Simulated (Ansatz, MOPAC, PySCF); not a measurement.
Species: NO$_{2}$, net charge 0, doublet state. SMILES: [O]N=O
Geometry: optimised at B3LYP-D3(BJ)/def2-TZVP (Ansatz, an electronic-structure program).

Unscaled harmonic wavenumbers (cm⁻¹) in rising order, each level at the stationary point that it reaches from this structure (no distance between atoms moves by over 0.3 Å); the order of modes can differ between levels, and a negative number is imaginary. B3LYP-D3(BJ)/def2-TZVP (PySCF, at the structure above): 768, 1394, 1698.

PM7 (MOPAC): 610, 1444, 1983. Zero-point energy 5.8 against 5.5 kcal/mol; where all levels lie over 400 cm⁻¹, the wavenumbers are on average 0.999 times those of B3LYP-D3(BJ)/def2-TZVP.

HF/6-31G* (Ansatz): 832, 1612, 1880. Zero-point energy 6.2 against 5.5 kcal/mol; where all levels lie over 400 cm⁻¹, the wavenumbers are on average 1.116 times those of B3LYP-D3(BJ)/def2-TZVP.
